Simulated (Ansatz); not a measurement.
# P2Si: the cost of one run

Computed with Ansatz 0.2.0, Gaussian basis. Level: def2-TZVPP, core rule «outside noble gas», up to 15 orbitals frozen.

Plan: UHF; ROHF; CCSD(T) on UHF.

2 further runs of the same task are left out: 2 set aside as unsound or not needed.

**1. What is computed**

The geometry is a PBE0/def2-TZVP stationary point (not a proven minimum) of the parent state, kept for this charge and spin.

3 atoms, charge 1, spin multiplicity 2.

Atoms are counted from 1 here; the program's logs count them from 0.

Bond lengths: P1–P2 2.051 Å, P1–Si3 2.217 Å, P2–Si3 2.217 Å. Angles: P2–P1–Si3 62.5°, P1–P2–Si3 62.5°, P1–Si3–P2 55.1°.

**2. UHF**

The input, in.yaml:

```yaml
crystal:
  periodic: [false, false, false]
  atoms:
    - {symbol: P, position_ang: [0.000000, -1.025294, 0.613145]}
    - {symbol: P, position_ang: [0.000000, 1.025294, 0.613145]}
    - {symbol: Si, position_ang: [0.000000, 0.000000, -1.352400]}
basis:
  gaussian: {orbitals: def2-TZVPP}
total_charge: 1
magnetization: {spin_polarized: true, initial_magnetization: 1}
hamiltonian: {xc: hf}
output: {orbitals: {seedname: orbitals}}
```

Run with:

```
> ansatz run in.yaml --threads 1 --pin off --events-out ev --progress --plain --max-ram 2560MiB --backend cpu
```

What time and memory should one allow on 1 thread of AMD EPYC 7R13, shared host?

About 28 s, with a peak of 0.41 GiB.
